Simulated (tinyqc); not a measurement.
Worked calculation: G0W0 on RHF in the sto-3g basis, for HF, spin multiplicity 1. One step of it, computed by the program tinyqc.

Task: G0W0 on Hartree-Fock: HOMO. W(p,q,m) = sqrt2 sum_ia (pq|ia) (X+Y)_ia,m; Sigma_c(x) = sum_(i,m) W^2/(x - e_i + w_m) + sum_(a,m) W^2/(x - e_a - w_m); solve x = e_p + Sigma_c(x) by Newton steps; Z = 1/(1 - dSigma/dx); 1 hartree = 27.211386 eV.

orbital energies (hartree): MO1 -25.917722, MO2 -1.427679, MO3 -0.523401, MO4 -0.462127, MO5 -0.462127, MO6 0.448343

Two-electron integrals over orbitals (pq|rs), unique and non-zero (hartree):
```
(11|11) 5.363803    (21|11) -0.516168   (21|21) 0.078366    (22|11) 1.221126
(22|21) -0.021805   (22|22) 0.864564    (31|11) 0.123521    (31|21) -0.017821
(31|22) 0.008831    (31|31) 0.019217    (32|11) -0.133387   (32|21) 0.006394
(32|22) -0.039975   (32|31) 0.020710    (32|32) 0.145512    (33|11) 0.929213
(33|21) -0.009259   (33|22) 0.717998    (33|31) -0.003191   (33|32) -0.025512
(33|33) 0.708465    (41|41) 0.029558    (42|41) 0.039763    (42|42) 0.186495
(43|41) -0.008687   (43|42) -0.033892   (43|43) 0.039592    (44|11) 1.264019
(44|21) -0.014863   (44|22) 0.888826    (44|31) 0.003622    (44|32) -0.072757
(44|33) 0.707246    (44|44) 0.997514    (51|51) 0.029558    (52|51) 0.039763
(52|52) 0.186495    (53|51) -0.008687   (53|52) -0.033892   (53|53) 0.039592
(54|54) 0.053770    (55|11) 1.264019    (55|21) -0.014863   (55|22) 0.888826
(55|31) 0.003622    (55|32) -0.072757   (55|33) 0.707246    (55|44) 0.889973
(55|55) 0.997514    (61|11) 0.129329    (61|21) -0.020801   (61|22) 0.002114
(61|31) -0.011041   (61|32) -0.024070   (61|33) 0.007970    (61|44) 0.003677
(61|55) 0.003677    (61|61) 0.021940    (62|11) -0.188551   (62|21) 0.004655
(62|22) -0.103183   (62|31) -0.020029   (62|32) -0.066194   (62|33) -0.026285
(62|44) -0.101311   (62|55) -0.101311   (62|61) 0.017918    (62|62) 0.092679
(63|11) -0.397652   (63|21) 0.006760    (63|22) -0.210472   (63|31) 0.001734
(63|32) 0.088828    (63|33) -0.104395   (63|44) -0.227337   (63|55) -0.227337
(63|61) -0.005544   (63|62) 0.045102    (63|63) 0.211129    (64|41) -0.008405
(64|42) -0.033973   (64|43) -0.019772   (64|64) 0.029991    (65|51) -0.008405
(65|52) -0.033973   (65|53) -0.019772   (65|65) 0.029991    (66|11) 0.858967
(66|21) -0.009090   (66|22) 0.655623    (66|31) 0.012318    (66|32) 0.055547
(66|33) 0.659947    (66|44) 0.635745    (66|55) 0.635745    (66|61) -0.008324
(66|62) -0.059561   (66|63) -0.021564   (66|66) 0.692526
```

excitation energies w (hartree): 0.968596  0.968596  1.319439  2.058778  26.409917

X + Y:
```
             1         2          3          4          5
1>6   0.000000  0.000000   0.001035  -0.002533   0.999169
2>6   0.000000  0.000000  -0.116891   0.949986   0.000194
3>6   0.000000  0.000000   0.854052   0.067349  -0.000031
4>6  -0.163466  0.955651   0.000000   0.000000   0.000000
5>6   0.955651  0.163466   0.000000   0.000000   0.000000
```

Give: The 12 largest terms at x = e_p; Newton steps; quasiparticle energy of the HOMO; Hartree-Fock value.

Result:

The 12 largest terms at x = e_p (hartree; W for the signs of X + Y given):

| q | m | W | term |
|---|---|---|---|
| 5 | 3 | -0.2578 | 0.0504 |
| 5 | 4 | -0.1578 | 0.0121 |
| 2 | 1 | -0.0459 | 0.0011 |
| 6 | 1 | 0.0405 | -0.0009 |
| 3 | 1 | -0.0267 | 0.0007 |
| 2 | 2 | -0.0079 | 3.19e-05 |
| 6 | 2 | 0.0069 | -2.56e-05 |
| 3 | 2 | -0.0046 | 2.03e-05 |
| 1 | 1 | -0.0114 | 4.88e-06 |
| 5 | 5 | 0.0052 | 1.02e-06 |
| 1 | 2 | -0.0019 | 1.43e-07 |

Newton steps (hartree):

| step | x | Sigma_c(x) | Z |
|---|---|---|---|
| 0 | -0.4621 | 0.0634 | 0.9562 |
| 1 | -0.4015 | 0.0608 | 0.9596 |
| 2 | -0.4014 | 0.0607 | 0.9596 |
| 3 | -0.4014 | 0.0607 | 0.9596 |

quasiparticle energy of the HOMO = -10.9221 eV

Hartree-Fock value = -12.5751 eV
